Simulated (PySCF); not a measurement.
**N₂⁺: one state, many levels of theory**

State: ²Σg⁺ (doublet), unpaired electrons σ ↑. Set-up: PySCF, no relativity, basis sets N 3-21G. De refers to N⁺ + N in their high-spin ground configurations, without counterpoise correction. The functionals are run spin-unrestricted.

| Level | Re (Å) | ωe (cm⁻¹) | De (eV) |
| --- | --- | --- | --- |
| UHF | 1.107 | 2319 | 0.88 |
| UHF-MP2 | 1.169 | 1774 | 7.27 |
| UHF-SCS-MP2 | 1.164 | 1820 | 7.04 |
| UHF-CCSD | 1.145 | 1993 | 6.11 |
| UHF-CCSD(T) | 1.153 | 1922 | 6.47 |
| PBE | 1.137 | 2088 | 8.57 |
| PW91 | 1.136 | 2092 | 8.55 |
| r²SCAN | 1.132 | 2120 | 7.17 |
| PBE0 | 1.124 | 2185 | 7.06 |
| r²SCAN0 | 1.122 | 2198 | 6.05 |
| MN15 | 1.124 | 2204 | 7.08 |

The bond length runs from 1.107 Å (UHF) to 1.169 Å (UHF-MP2). De spans 0.88 eV (UHF, mean field) to 8.57 eV (PBE, GGA). Correlation at CCSD(T) changes the Hartree–Fock bond energy by +5.59 eV; the triples alone change it by +0.36 eV.

Correlated steps freeze 2 core orbitals. 3-21G is very small, so such numbers show the basis as much as the molecule. The state is the lowest determinant that a PBE0 search found; another state may lie lower at other levels.

The whole job (state search and all levels along the bond) took about 0.62 min on 1 thread of Arm Neoverse N1 (shared host), peak memory 0.3 GiB.
